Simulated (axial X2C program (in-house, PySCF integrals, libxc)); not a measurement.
**Potential curves of N₂, with spin–orbit coupling**

All values were computed with an axial X2C code built on PySCF integrals. Two-component (2c) means X2C with spin–orbit coupling and atomic mean-field two-electron Coulomb and Gaunt terms. Basis: N dyall-av3z [7s7p3d2f] (cores contracted in-house); Gaussian nuclei, density fitting, unrestricted open shells. Masses: N 14.003 u.

State: Ω = 0 (closed shell). Energies in eV from the fragments at the same level (N + N). Fits are polynomials in 1 − R0/R over 0.85 to 1.23 times the lowest point R0.

```csv
R (Å),HF,CCSD(T)
0.9492,-3.3378,
0.9928,-4.4499,-8.3508
1.0255,-4.8862,-8.9711
1.0583,-5.0532,-9.3307
1.0910,-5.0025,-9.4798
1.1292,-4.7258,-9.4467
1.1674,-4.2679,-9.2430
1.2165,-3.4840,-8.8011
1.2765,-2.3253,
1.3638,-0.4266,
```

Correlated methods: 10 electrons correlated (number of frozen shells: N 1 s), 198 virtual spin orbitals or spinors in MP2, 90 natural virtuals in coupled cluster.

Occupations by symmetry block were frozen at the best pattern of an incomplete PBE0 search. Closed shells are restricted here (equal orbitals for both partners); the stretched side of such a curve lies too high. Dissociation energies refer to the lowest single-determinant-based atoms at the same level and basis. Coupled cluster ran in a truncated set of natural virtual spinors; the MP2 energy of the rest was added. (T) has no such correction and the atoms are truncated less, which lowers De at CCSD(T) by a hundredth of an eV or more. Coupled cluster ran on the points near the minimum only. MP2 and coupled cluster on one determinant become unreliable at the stretched end.

Problem. What are Re, ωe and De at the HF level?

Solution. At HF, 2c: Re = 1.066 Å, ωe ≈ 2730 cm⁻¹, De = 5.06 eV to N + N; Be follows as 2.12 cm⁻¹.

Problem. Fit the CCSD(T) curve near its minimum: give the equilibrium distance, the harmonic wavenumber and the well depth.

Solution. At CCSD(T), 2c: Re = 1.103 Å, ωe ≈ 2340 cm⁻¹, De = 9.49 eV to N + N; Be follows as 1.98 cm⁻¹.
